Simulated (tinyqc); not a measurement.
Starting guesses with plain Roothaan steps: SCF starting guesses in the sto-3g basis, for H2O+, spin multiplicity 2. Computed by the program tinyqc with PySCF. 

Geometry (angstrom):
```
atom,x,y,z
O,0.0000,0.0000,0.0000
H,0.0000,0.7140,0.5550
H,0.0000,-0.7140,0.5550
```

lowest solution found by these runs and by PySCF with stability checks = -74.627189 hartree

UHF with one setting changed at a time; a run stops when the energy changes by less than 1e-09 hartree and the error matrix is below 1e-5. Starts: the lowest orbitals of the core Hamiltonian, of the Wolfsberg-Helmholz matrix (K = 1.75), projected atomic densities, random orbitals, and the highest orbitals of the core Hamiltonian (a deliberately bad start).

Largest element of the error matrix X^T (FDS - SDF) X:
```
iteration,core,Wolfsberg-Helmholz,atomic densities,random,highest core orbitals
1,3.5e-01,2.1e-01,7.4e-01,6.1e+00,2.0e-01
2,3.6e-02,5.2e-02,9.6e-02,2.5e-01,3.2e-01
3,5.0e-03,1.5e-02,1.2e-02,7.6e-02,8.0e-02
4,1.9e-03,4.3e-03,3.6e-03,6.0e-02,2.0e-02
5,1.1e-03,1.7e-03,1.7e-03,4.4e-02,6.8e-03
6,6.4e-04,8.4e-04,9.2e-04,3.4e-02,3.2e-03
8,2.2e-04,2.5e-04,2.9e-04,3.0e-02,1.0e-03
10,7.3e-05,8.2e-05,9.8e-05,2.6e-02,3.2e-04
14,8.8e-06,9.6e-06,1.2e-05,1.8e-02,3.1e-05
20,-,-,-,9.6e-03,-
30,-,-,-,3.2e-03,-
45,-,-,-,6.1e-04,-
60,-,-,-,1.1e-04,-
```

How each run ends:
```
run,iterations,E (hartree),state
core,15,-74.62719,lowest found
Wolfsberg-Helmholz,15,-74.62719,lowest found
atomic densities,16,-74.62719,lowest found
random,>60,-74.62719,"falls steadily but slowly, by a factor of about 0.89 a step"
highest core orbitals,17,-74.32410,higher
```

3 of 5 runs reach the lowest solution found, in 15 to 16 iterations (fastest: core, Wolfsberg-Helmholz). Ending on a higher stationary point: highest core orbitals; a small error matrix cannot reveal that, and an occupation fixed by the start is kept by symmetry or by the shape of the basin. Not converged: random. The first errors are 3e-01, 2e-01, 7e-01, 6e+00, 2e-01; the deliberately bad start has the smallest one, so a small first error does not mark a good start.
